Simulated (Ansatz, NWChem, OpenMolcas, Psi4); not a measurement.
Worked example: C2H4OS → C2H3O+ + HS + e⁻

Species: C2H4OS (thioacetic acid) `CC(=O)S`, singlet; C2H3O+ `CC#[O+]`, singlet; HS, doublet. 

Shapes, held fixed at every level: PBE0-D4/def2-TZVP. Flexible molecules stand in one conformer, not always the lowest. Programs: Ansatz 0.2.0, NWChem 7.3.0, OpenMolcas 26.06, Psi4 1.11. A level may come from different programs for different species; with the same settings they agree closely. Electronic energies: no zero-point or thermal term.

At PBE0/def2-SVP; 1 Eh = 27.2114 eV:

| species | energy (Eh) |
| --- | --- |
| C2H4OS | -551.487002 |
| C2H3O+ | -152.632945 |
| HS | -398.473532 |

**Question.** Work out ΔE of the reaction at this level.

**Answer.** 
1. Products less reactants: (-152.632945) + (-398.473532) − [(-551.487002)] = 0.380525 Eh = +10.35 eV.

Other levels give +7.84 (HF/STO-3G) to +10.10 eV (B3LYP/6-31G* (Cartesian functions)). No measured value is set beside it here. Open shells run unrestricted. The onset seen in experiment also holds zero-point changes and kinetic shifts. PBE0/def2-SVP lies outside the range of all other levels here, so it shouldn't be taken on trust. The median of the other levels is +8.38 eV.
